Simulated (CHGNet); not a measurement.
Cubic perovskite SrTiO3 (cubic form, which distorts at low temperature)

The numbers are results of the machine-learned potential CHGNet-r²SCAN (trained on r²SCAN data), not measurements.

Cell: relaxed at this level.

```
Property                                Value
------------------------------  -------------
equilibrium lattice constant a        3.913 Å
volume per atom                 11.99 Å³/atom
```

Measured, for comparison: lattice constant a 3.89 Å, equilibrium volume per atom 11.77 Å³/atom (0 K, cubic phase extrapolated to 0 K; as tabulated in Bilc et al. (2008), arXiv:0805.0753). Computed (rounded) less measured: lattice constant a +0.6 %, equilibrium volume per atom +1.9 %.

A machine-learned potential is trained on density-functional data: it inherits that level's misses and adds fitting errors of its own.

Note: the relaxation could not lower the start's symmetry, so the cell can be a saddle point above a distorted one.
